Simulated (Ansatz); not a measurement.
# SiHF₂ (doublet): wave-function methods side by side, def2-TZVPP

The task here is to estimate one member of a computed series from the others.

Program: Ansatz 0.2.0, Gaussian basis. Level of theory: def2-TZVPP, core rule «outside noble gas», up to 7 orbitals frozen. These are calculated values, not measurements.

The runs, in order: UHF; ROHF; CCSD(T) on UHF.

2 further runs of the same task are left out: 2 set aside as unsound or not needed.

**The geometry**

The geometry is a PBE0/def2-TZVP stationary point (not a proven minimum).

4 atoms, charge 0, spin multiplicity 2.

Atoms are counted from 1 here; the program's logs count them from 0.

Bond lengths: Si1–F2 1.592 Å, Si1–F3 1.592 Å, Si1–H4 1.493 Å. Angles: F2–Si1–F3 107.3°, F2–Si1–H4 107.6°, F3–Si1–H4 107.6°.

As a file:

| atom | x (Å) | y (Å) | z (Å) |
| --- | --- | --- | --- |
| Si1 | -0.1302 | -0.5070 | 0.0000 |
| F2 | 0.0707 | 0.4153 | -1.2817 |
| F3 | 0.0707 | 0.4153 | 1.2817 |
| H4 | 0.9617 | -1.5258 | 0.0000 |

Set-up of the first run:

File in.yaml:

```yaml
crystal:
  periodic: [false, false, false]
  atoms:
    - {symbol: Si, position_ang: [-0.130217, -0.507043, 0.000000]}
    - {symbol: F, position_ang: [0.070738, 0.415258, -1.281724]}
    - {symbol: F, position_ang: [0.070738, 0.415259, 1.281724]}
    - {symbol: H, position_ang: [0.961743, -1.525831, 0.000001]}
basis:
  gaussian: {orbitals: def2-TZVPP}
magnetization: {spin_polarized: true, initial_magnetization: 1}
hamiltonian: {xc: hf}
output: {orbitals: {seedname: orbitals}}
```

On the command line:

```console
> ansatz run in.yaml --threads 1 --pin off --events-out ev --progress --plain --max-ram 2816MiB --backend cpu
```

Among the steps run: UHF; ROHF; CCSD(T) on UHF.

One of the session's tables, all rows but one given; the rest of the session is left out.

```
  method  from UCCSD(T) (meV)
    ROHF             +17008.5
     UHF             +16970.7
    UMP2                    ?
   UCCSD               +468.7
UCCSD(T)                    0
```

Estimate the missing values for UMP2.

**Answer.** from UCCSD(T) (meV): +733.9. In the column «from UCCSD(T) (meV)» it lies between UCCSD (+468.7) and UHF (+16970.7).

With the free atoms at the same levels and basis (separate runs), the atomisation energy is 14.438 eV at UCCSD(T), 11.495 eV at ROHF.
